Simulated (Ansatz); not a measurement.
Born–Oppenheimer molecular dynamics of H₆OSi₂ (9 atoms, charge 0, multiplicity 1). It goes on from the last frame of an earlier run, with new velocities.

The calculation used RHF/def2-SVP in Ansatz.

* ensemble: NVT, Langevin thermostat
* time step: 0.5 fs
* steps asked: 166
* set temperature: 3000 K
* friction: 0.5 /fs
* seed: 812746

Frames 5 fs apart, positions in Å, forces in eV/Å.

Velocities at 10.0 fs (Å/ps):

```
Si 1.77 1.90 0.75
H 12.15 -8.40 -43.44
H -123.24 -9.32 -12.89
O 6.64 4.04 -10.81
Si -11.12 6.36 27.01
H 34.58 -49.72 22.83
H -54.39 -71.12 17.35
H -10.32 -87.43 74.34
H 57.52 -65.53 -36.84
```

```xyz
9
Properties=species:S:1:pos:R:3:forces:R:3 time_fs=10.0 energy_less_start_eV=2.156 T=3601
Si 0.052 -0.117 -0.032 -1.05 1.64 0.44
H 0.102 0.008 1.606 -0.42 -0.90 -2.24
H 0.840 1.119 -0.338 0.14 -0.46 -0.23
O -1.524 0.293 -0.680 3.95 -2.63 1.99
Si -2.474 1.565 -0.946 1.45 0.83 -0.98
H -3.183 1.679 0.447 0.26 0.93 -1.76
H -1.624 2.547 -1.944 -0.52 0.24 2.63
H -2.991 1.206 -2.208 -2.63 -0.73 -0.68
H 0.762 -1.357 -0.676 -1.18 1.09 0.84
9
Properties=species:S:1:pos:R:3:forces:R:3 time_fs=15.0 energy_less_start_eV=3.096 T=2376
Si 0.087 -0.098 -0.086 -3.92 -0.29 1.11
H 0.148 0.179 1.440 -0.14 -1.36 -0.85
H 0.534 1.118 -0.412 2.38 3.17 -1.52
O -1.555 0.188 -0.646 1.44 0.13 0.67
Si -2.546 1.580 -0.906 3.32 -1.82 -2.80
H -3.046 1.661 0.600 -0.24 0.91 -2.21
H -1.690 2.702 -1.930 -0.84 -0.72 3.02
H -3.042 1.233 -2.374 -1.42 -0.13 2.21
H 0.846 -1.239 -0.677 -0.58 0.11 0.37
9
Properties=species:S:1:pos:R:3:forces:R:3 time_fs=20.0 energy_less_start_eV=2.709 T=3012
Si 0.031 -0.053 -0.089 0.30 1.67 -1.36
H 0.470 0.242 1.349 -1.09 -0.44 -0.53
H 0.721 1.135 -0.805 -0.22 -0.94 0.33
O -1.608 0.185 -0.601 2.15 0.31 0.53
Si -2.530 1.653 -0.921 3.54 -3.02 -3.31
H -2.915 1.569 0.437 -1.76 1.57 0.88
H -1.741 2.636 -1.743 0.76 1.02 2.16
H -2.952 1.498 -2.373 -2.15 -1.03 1.16
H 0.866 -1.328 -0.456 -1.53 0.87 0.14
9
Properties=species:S:1:pos:R:3:forces:R:3 time_fs=25.0 energy_less_start_eV=2.707 T=3683
Si -0.019 -0.070 -0.091 0.68 3.76 -2.58
H 0.414 0.292 1.379 -0.77 -0.40 -1.53
H 0.363 1.311 -1.373 0.75 -2.45 2.44
O -1.607 0.292 -0.527 0.25 -1.35 0.92
Si -2.549 1.623 -0.930 2.44 0.67 3.61
H -3.313 1.810 0.515 0.35 0.07 -2.62
H -1.615 2.796 -1.254 -0.50 -0.32 0.95
H -2.982 1.553 -2.251 -1.92 -0.83 -1.42
H 0.742 -1.363 -0.467 -1.28 0.86 0.22
9
Properties=species:S:1:pos:R:3:forces:R:3 time_fs=30.0 energy_less_start_eV=2.152 T=3210
Si -0.088 -0.070 -0.024 3.37 1.71 -3.57
H 0.288 0.306 1.398 -0.56 -0.59 -0.69
H 0.461 1.169 -1.127 0.34 -2.08 2.14
O -1.606 0.270 -0.519 -1.84 -1.74 0.61
Si -2.510 1.600 -0.936 2.14 1.98 1.31
H -3.288 2.038 0.425 0.60 -0.58 -2.20
H -1.254 2.529 -1.184 -1.73 -0.13 0.30
H -3.199 1.656 -2.272 -0.28 -0.65 0.88
H 0.761 -1.463 -0.570 -2.04 2.08 1.23
9
Properties=species:S:1:pos:R:3:forces:R:3 time_fs=35.0 energy_less_start_eV=0.897 T=4620
Si -0.083 0.016 0.001 3.71 0.17 -2.42
H 0.042 0.318 1.385 0.03 -0.09 1.26
H 0.850 1.104 -0.763 -1.15 -1.13 0.93
O -1.598 0.212 -0.498 -2.04 1.24 -0.98
Si -2.491 1.626 -0.944 0.71 -0.94 1.21
H -3.463 1.859 0.347 1.51 0.22 -1.87
H -1.308 2.600 -1.350 -1.70 -0.54 0.74
H -3.363 1.417 -2.149 0.35 -0.04 0.49
H 0.699 -1.303 -0.415 -1.42 1.11 0.64
9
Properties=species:S:1:pos:R:3:forces:R:3 time_fs=40.0 energy_less_start_eV=1.544 T=3106
Si -0.064 0.067 0.006 1.63 -2.47 -1.92
H -0.092 0.317 1.415 0.47 -0.34 1.18
H 0.887 1.131 -0.565 -0.40 -0.86 0.14
O -1.559 0.215 -0.509 -3.14 2.67 -2.22
Si -2.462 1.694 -0.944 2.10 -3.05 2.30
H -3.386 1.526 0.272 0.29 1.30 -0.95
H -1.165 2.576 -0.905 -1.96 0.14 -0.24
H -3.262 1.645 -2.204 0.53 0.13 0.25
H 0.187 -1.503 -0.606 0.47 2.47 1.46
9
Properties=species:S:1:pos:R:3:forces:R:3 time_fs=45.0 energy_less_start_eV=2.361 T=3228
Si -0.080 0.114 0.032 0.75 -1.44 0.95
H -0.022 0.381 1.600 -0.26 -1.16 -1.43
H 0.910 1.266 -0.205 -0.74 -0.83 -0.92
O -1.653 0.207 -0.477 0.05 2.31 -0.87
Si -2.499 1.656 -0.901 4.05 -1.19 0.30
H -3.494 1.655 0.086 -0.77 1.24 1.90
H -1.019 2.748 -1.022 -3.40 -1.49 0.09
H -3.439 1.444 -1.970 0.36 0.22 -1.53
H 0.318 -1.353 -0.663 -0.03 2.34 1.51
9
Properties=species:S:1:pos:R:3:forces:R:3 time_fs=50.0 energy_less_start_eV=2.151 T=2523
Si -0.076 0.136 0.100 0.42 -0.92 0.63
H 0.010 0.049 1.643 -0.52 0.19 -1.11
H 0.871 1.290 -0.244 -0.99 -0.38 -0.09
O -1.639 0.158 -0.547 1.40 3.11 -0.08
Si -2.468 1.667 -0.921 2.15 -1.27 3.26
H -3.581 1.549 0.144 1.38 1.50 0.53
H -1.256 2.950 -1.122 -2.70 -2.33 0.31
H -3.502 1.289 -1.735 -0.99 -0.06 -3.43
H 0.598 -1.093 -0.401 -0.17 0.16 -0.01
9
Properties=species:S:1:pos:R:3:forces:R:3 time_fs=55.0 energy_less_start_eV=1.839 T=2880
Si -0.060 0.132 0.158 -0.03 1.78 -1.62
H 0.108 0.059 1.564 -0.32 0.35 1.39
H 1.107 1.134 -0.417 -2.15 -0.41 0.72
O -1.667 0.185 -0.403 1.98 3.62 -0.13
Si -2.440 1.695 -0.895 -3.94 -4.76 1.79
H -3.715 1.586 0.107 1.98 1.34 -0.39
H -1.633 2.877 -1.081 0.38 0.29 0.09
H -3.401 1.230 -1.950 1.14 0.66 -0.80
H 0.507 -0.983 -0.371 0.96 -2.87 -1.07
9
Properties=species:S:1:pos:R:3:forces:R:3 time_fs=60.0 energy_less_start_eV=1.522 T=2937
Si -0.013 0.167 0.167 -0.39 -3.83 -3.49
H 0.224 -0.069 1.554 -0.34 0.40 1.14
H 1.024 1.095 -0.404 -0.95 0.38 0.28
O -1.672 0.249 -0.362 2.29 3.26 0.00
Si -2.471 1.703 -0.899 2.92 -0.75 -0.72
H -3.421 1.886 0.061 -1.52 1.20 2.57
H -1.568 3.010 -1.334 -0.94 -2.06 1.00
H -3.354 1.467 -1.966 -0.43 -0.57 -1.85
H 0.471 -1.262 -0.537 -0.64 1.99 1.06
9
Properties=species:S:1:pos:R:3:forces:R:3 time_fs=65.0 energy_less_start_eV=1.207 T=2721
Si -0.062 0.178 0.111 0.38 -1.34 0.07
H 0.174 0.308 1.724 -0.78 -0.54 -2.21
H 1.056 1.165 -0.358 -1.53 -0.44 0.01
O -1.702 0.284 -0.424 2.98 1.88 1.28
Si -2.468 1.679 -0.868 -0.58 0.54 -2.93
H -3.538 1.893 0.055 -0.54 0.56 0.85
H -1.674 3.063 -1.222 -0.58 -2.04 0.95
H -3.106 1.287 -2.204 0.31 0.49 0.68
H 0.211 -1.148 -0.650 0.34 0.90 1.31
```

Of the whole run (83 fs, mean temperature of the second half 2790 K): A run of 0.083 ps of so small a system gives no equilibrium averages. The friction is so strong that the motion is overdamped, so the time scale means little.

Time of the run: 2.2 min on 1 thread of Arm Neoverse V2, on a shared host, peak memory 0.13 GiB.
